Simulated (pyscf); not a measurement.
Single points on ωB97X-D3(BJ)/def2-SVP structures (PySCF, gas phase).

Question: For H₃Si–CH₂–GeH₃ + H• -> SiH₃• + H₃C–GeH₃, a substitution at C (doublet surface; C–Si broken, C–H formed), PBE/def2-TZVP gives ΔE‡ = 18.6 kcal/mol and ΔE = -19.4 kcal/mol (zero: the separated reactants). In which direction and how far do r²SCAN/def2-TZVP, M06-2X/def2-TZVP, ωB97M-D3(BJ)/def2-TZVP move these?

Answer: r²SCAN: ΔE‡ = 19.6 kcal/mol, ΔE = -20.1 kcal/mol; M06-2X: ΔE‡ = 25.2 kcal/mol, ΔE = -18.0 kcal/mol; ωB97M-D3(BJ): ΔE‡ = 26.7 kcal/mol, ΔE = -16.6 kcal/mol. PBE's barrier lies under all of them, by 1.0 to 8.1 kcal/mol. Its reaction energy lies among theirs. The same reactants have a lower exit, to H₃C–SiH₃ + GeH₃• (barrier +18.4 kcal/mol at ωB97M-D3(BJ)/def2-TZVP, against +26.7 kcal/mol here). This is the saddle that the search found; another between the same sides may lie lower. The angle at the attacked C is 178°. Elements up to Kr have no core potential and no relativistic terms here.
